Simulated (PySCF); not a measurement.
Bond stretch in CH, doublet. Each curve is given relative to its own lowest point near equilibrium.

| R / Å | A | B | C | D |
|---|---|---|---|---|
| 0.91 | 124.1 | 107.5 | 103.8 | 115.7 |
| 0.96 | 71.8 | 58.6 | 55.3 | 64.7 |
| 1.01 | 36.9 | 27.2 | 24.7 | 31.5 |
| 1.07 | 12.3 | 6.8 | 5.5 | 9.1 |
| 1.10 | 5.5 | 2.0 | 1.3 | 3.3 |
| 1.13 | 1.5 | 0.0 | 0.0 | 0.4 |
| 1.17 | 0.0 | 0.9 | 1.8 | 0.0 |
| 1.21 | 1.9 | 5.2 | 6.9 | 2.9 |
| 1.24 | 5.2 | 10.2 | 12.4 | 6.7 |
| 1.30 | 15.4 | 23.6 | 26.5 | 17.6 |
| 1.41 | 42.4 | 56.2 | 59.9 | 44.3 |
| 1.54 | 81.5 | 101.2 | 110.2 | 80.0 |
| 1.70 | 132.7 | 158.3 | 170.6 | 123.3 |
| 1.83 | 173.5 | 200.7 | 201.0 | 155.2 |
| 2.01 | 225.6 | 244.8 | 224.1 | 192.2 |
| 2.23 | 276.4 | 278.0 | 237.4 | 225.3 |
| 2.48 | 313.4 | 298.9 | 243.9 | 247.8 |
| 2.76 | 336.6 | 311.0 | 246.9 | 260.3 |
| 3.03 | 348.6 | 317.1 | 248.1 | 265.5 |
| 3.35 | 356.1 | 320.8 | 248.7 | 268.2 |
| 3.97 | 361.2 | 323.5 | 249.2 | 269.8 |

Energies in kJ/mol.

Question: Match the curves with the methods SC-NEVPT2 on CASSCF(5,5)/6-31G, all electrons correlated run with PySCF 2.14.0; unrestricted CAM-B3LYP/6-31G (PySCF 2.14.0); unrestricted LDA (SVWN5)/6-31G run with PySCF; MP2 on UHF/6-31G, 1 core orbital frozen (PySCF 2.14.0).

Answer: A is UKS-LDA (SVWN5); B is UKS-CAM-B3LYP; C is UMP2; D is NEVPT2.

The scan ran from 0.91 to 4.47 Å; beyond the distances shown one of the unrestricted levels run for this scan, shown here or not, changes its spin distribution in one step. The unrestricted determinant behind UKS-CAM-B3LYP is spin-contaminated at 0.91 to 1.01, 1.83 to 3.97 Å (<S²> up to 1.7, against 0.75 for a pure doublet). The unrestricted determinant behind UMP2 is spin-contaminated at 0.91 to 3.97 Å (<S²> up to 1.8, against 0.75 for a pure doublet). The unrestricted determinant behind UKS-LDA (SVWN5) is spin-contaminated at 0.91, 2.23 to 3.97 Å (<S²> up to 1.7, against 0.75 for a pure doublet).
